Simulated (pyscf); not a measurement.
## Routes from Cl–GeH₂• (SMILES [Cl][GeH2]) + H₂O (SMILES O)

Candidate steps break at most two bonds and form at most two. Each was searched with GFN2-xTB (tblite) first. Structures and frequencies: ωB97X-D3(BJ)/def2-SVP in PySCF. Energies: ωB97M-D3(BJ)/def2-TZVP, eV, from the separated reactants, doublet surface; ΔG‡ with ideal gas, 1 atm, RRHO with modes under 100 cm⁻¹ raised to 100, one conformer, R ln 2 for chiral ones without a mode under 150 cm⁻¹.

```tsv
products	type	ΔE‡	ΔE	ΔG‡ 298 K	ΔG‡ 900 K	ν‡ (cm⁻¹)
HO–GeH₂• + HCl	four-centre exchange	0.65	+0.52	1.00	1.88	724i
HO–GeH•–Cl + H₂	four-centre exchange	1.35	-0.24	1.69	2.57	1482i
HO–GeH₂–Cl + H•	substitution at O	1.47	+0.74	1.71	2.52	1745i
```

Row 1: On the reactant side the descent ends in a complex, 0.18 eV under the separated species and 0.85 eV under the saddle at ωB97X-D3(BJ)/def2-TZVP. On the product side the descent ends in a complex, 0.27 eV under the separated species and 0.36 eV under the saddle at ωB97X-D3(BJ)/def2-TZVP. Row 2: On the reactant side the descent ends in a complex (not fully relaxed), 0.18 eV under the separated species and 1.51 eV under the saddle at ωB97X-D3(BJ)/def2-TZVP. Row 3: On the reactant side the descent ends in a complex, 0.20 eV under the separated species and 1.65 eV under the saddle at ωB97X-D3(BJ)/def2-TZVP. 

Plain bond fissions and candidates not yet searched are not listed, and one of them may be faster. Each barrier is that of the saddle found; lower ones may exist. Elements up to Kr have no core potential and no relativistic terms here.
